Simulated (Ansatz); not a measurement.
Naphthalene C10H8

All values below come from RPBE-D3(BJ) in Ansatz (plane waves, PAW).

Cell: relaxed at this level.

| Property | Value |
|---|---|
| lattice energy | 78 kJ/mol |
| volume per molecule | 167.35 Å³ |

Note: the PAW data were made under another functional than the one run.

The computed numbers hold no vibrational or temperature effects.

Ansatz is a program for electronic structure.
